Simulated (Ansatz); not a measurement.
C2H6N2O can be A, `N=COCN`, or B, `NC1NCO1`.

Program: Ansatz. Geometries: PBE0-D4/def2-TZVP. ΔE: electronic, gas phase. CCSD(T)/CBS adds triple-zeta CCSD(T) − MP2 to the extrapolated MP2 energy (def2 sets, frozen cores). DFT in def2-TZVPP. B3LYP here is the variant with VWN-RPA as its local correlation; programs differ in this. Each species was taken in one conformer, which may not be the lowest.

Which isomer does CCSD(T)/CBS put lower? Give the gap. (Best estimate.)

Computed: A, by 12.0 kcal/mol.

Give E(B) − E(A) in kcal/mol with PBE0-D4, HF/def2-TZVPP, PBE-D4, B3LYP-D4, B2PLYP, MP2/def2-TZVPP, CCSD(T)/def2-TZVPP. (An estimate is asked.)

Ansatz gave: PBE0-D4 10.2, HF/def2-TZVPP 14.0, PBE-D4 12.7, B3LYP-D4 15.2, B2PLYP 14.7, MP2/def2-TZVPP 11.5, CCSD(T)/def2-TZVPP 12.0. None reverses the order clearly.

Largest T1 diagnostic: 0.013.

In def2-TZVPP, CCSD(T) changes the Hartree–Fock value by −2.0 kcal/mol (the triples alone add +0.6 kcal/mol) and MP2 by −2.4 kcal/mol. From PBE to PBE0 (25 % exact exchange), in def2-TZVPP and without D4, E(B) − E(A) moves by −2.5 kcal/mol.
